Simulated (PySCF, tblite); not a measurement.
Q: What does the GFN2-xTB structure of `CCl` (chloromethane) look like in three dimensions?

A: 
```xyz
5
CH3Cl angstrom
C     -0.1495   -0.0027   -0.0081
Cl     1.6266    0.0355    0.0473
H     -0.5206   -0.0611    1.0103
H     -0.4945    0.9069   -0.4896
H     -0.4534   -0.8758   -0.5770
```

Any rigid rotation of these coordinates is as good. Atoms count from 1 in this order. 

Bonds between heavy atoms (Å): C1–Cl2 1.777.

Structure optimised with GFN2-xTB, isolated species.

Point group: C3v (tolerance 0.08 Å). GFN2-xTB frequencies: not computed here.

---

Question: Give a GFN2-xTB geometry of `CP(C)C#P`.

Answer: 
Z-matrix in Å and degrees, rows numbered from 1:
```
C 
P   1  1.8577
C   2  1.8576  1   98.45
C   2  1.7533  1   98.24  3   -99.65
P   4  1.5621  2  171.45  1  -130.06
H   1  1.0893  2  108.87  3   -71.63
H   1  1.0883  2  108.94  3   169.97
H   1  1.0893  2  111.13  3    49.28
H   3  1.0892  2  111.10  1   -49.21
H   3  1.0884  2  109.08  1  -169.96
H   3  1.0892  2  108.76  1    71.62
```

The 4 C–P bonds span 1.562 Å (C4≡P5, drawn triple) to 1.858 Å (C1–P2, drawn single), a spread of 0.296 Å. P2 (phosphine phosphorus) is pyramidal (angles 98.4°, 98.2° and 98.2°, sum 294.9°, 0.89 Å off the plane of its three neighbours).

The geometry is computed with GFN2-xTB (gas phase).

Point group: Cs (every atom within 0.08 Å of its image). Its GFN2-xTB frequencies are all real (lowest 93 cm⁻¹).

---

**Question.** Write a Z-matrix for `S=C(N)N` (thiourea) as optimised with PBE0-D3(BJ)/def2-SVP.

**Answer.** 
Z-matrix in Å and degrees, rows numbered from 1:
```
N 
C   1  1.3526
N   2  1.3526  1  116.06
S   2  1.6656  1  121.97  3   179.89
H   1  1.0092  2  117.04  3   179.79
H   1  1.0105  2  123.51  3    -0.24
H   3  1.0105  2  123.64  1    -3.45
H   3  1.0093  2  117.01  1  -178.52
```

The 4 heavy atoms lie in one plane (0.000 Å rms). N1 (nitrogen bound to a thiocarbonyl carbon) is planar (angles 123.5°, 119.4° and 117.0°, sum 360.0°, 0.00 Å off the plane of its three neighbours). Of the pairs four or more bonds apart, H6···H7 is among the closest relative to their van der Waals radii: 2.35 Å, 98 % of the sum of Bondi's values.

Level of theory: PySCF 2.14.0, PBE0-D3(BJ)/def2-SVP geometry optimisation, gas phase.

No PBE0-D3(BJ)/def2-SVP frequencies stand behind this structure, so it isn't proved a minimum.

---

Q: Write a Z-matrix for `[SiH3]N[SiH3]` as optimised with PBE0-D3(BJ)/def2-SVP.

A: 
Z-matrix in Å and degrees, rows numbered from 1:
```
Si
N   1  1.7407
Si  2  1.7408  1  129.00
H   1  1.4960  2  110.41  3   137.53
H   1  1.4984  2  113.45  3  -102.21
H   1  1.4923  2  107.44  3    17.60
H   2  1.0172  1  115.46  3   173.92
H   3  1.4958  2  110.06  1  -139.96
H   3  1.4986  2  113.58  1    99.83
H   3  1.4923  2  107.63  1   -20.04
```

N2 (nitrogen bridging silicon atoms) is planar (angles 129.0°, 115.5° and 115.3°, sum 359.7°, 0.04 Å off the plane of its three neighbours). Si1 (SiH3 silicon) is distorted tetrahedral (angles from 107.1° to 113.5°).

Method used: PBE0-D3(BJ)/def2-SVP geometry optimisation, gas phase in PySCF.

No frequency check.
